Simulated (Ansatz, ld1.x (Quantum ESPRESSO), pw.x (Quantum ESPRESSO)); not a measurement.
**Pt (Z = 78): one change to the RRKJ potential, in the atom and in the fcc crystal**

platinum, norm-conserving RRKJ (Kleinman–Bylander form), made with ld1.x (Quantum ESPRESSO) 7.5 (LDA (PW92), scalar-relativistic). Core [Xe] 4f14, reference 5d8 6s2 6p0. Waves: 6p (bound, empty): rc 3.70 bohr; 5d (bound): rc 2.05 bohr; 6s (bound): rc 1.90 bohr. Local part: the s channel. Core correction: none. rho0 = 0.005.

Change: wave 6p (bound): rc 3.70 bohr becomes 6p (bound): rc 4.16 bohr.

Cutoffs, loose and tight: the cutoffs (Ry, on a coarse ladder) from which the occupation-weighted sum of valence levels, in a spherical-Bessel basis at the reference potential, stays within 10 and 1 mRy of its value at 400 Ry. They do not see the model core or the augmentation charge, which bear on the density cutoff. Test errors are all-electron minus pseudo excitation energies from the reference, over the configurations 5d9 6s1 6p0; 5d9 6s0 6p0; 5d8 6s0 6p0; 5d8 6s1 6p0; 5d10 6s0 6p0; 5d7 6s0 6p0; 5d8 6s1 6p1 (two spin-polarised tests are not counted in the largest error); variants that change the core or the reference have their own tests.

Crystal test: fcc Pt in pw.x 7.5, no spin, 14³ k-points, Fermi–Dirac smearing 0.01 Ry, cutoffs set for each file from its atomic test. The reference is all-electron LAPW (Ansatz 0.2.0) with the same functional, mesh and smearing; V0 and B0 come from Birch–Murnaghan fits to the pressures at five volumes. Errors are pseudo minus all-electron; Δ is the rms difference of the E(V) curves that follow from these fits, minima aligned, over ±6 % about the mean V0. Mesh and smearing are coarse, so the numbers serve the comparison and aren't converged zero-temperature values; the lattice is a test structure that the element need not adopt.

All-electron: a0 = 3.896 Å (V0 = 14.79 Å³/atom), B0 = 304.3 GPa.

Q: Does the change bring the crystal closer to the all-electron result?

A: The mean pressure error goes from +5.11 to +6.90 GPa, so the change moves the solid further from the all-electron pressures.

| quantity | base | changed |
| --- | --- | --- |
| outcome (atom) | generated | generated |
| cutoff, loose (atom) | 35 Ry | 35 Ry |
| cutoff, tight (atom) | 45 Ry | 45 Ry |
| bound ghosts (atom) | none | none |
| largest test error (meV) (atom) | -136 | -136 |
| cutoffs in pw.x (Ry) | 55/220 | 55/220 |
| a0 (Å) | 3.917 | 3.924 |
| a0 error (%) | +0.53 | +0.70 |
| B0 error (%) | -1.0 | -0.6 |
| Δ (meV/atom) | 15.8 | 21.1 |
| mean pressure error (GPa) | +5.11 | +6.90 |

Base: The largest radius (3.70 bohr) exceeds half the bond length (2.60 bohr), so the spheres overlap, which is one possible source of error among others. This is a poor potential for the solid. Changed file: The largest radius (4.16 bohr) exceeds half the bond length (2.60 bohr), so the spheres overlap, which is one possible source of error among others. This is a poor potential for the solid. The atomic cutoffs weigh occupied waves only.
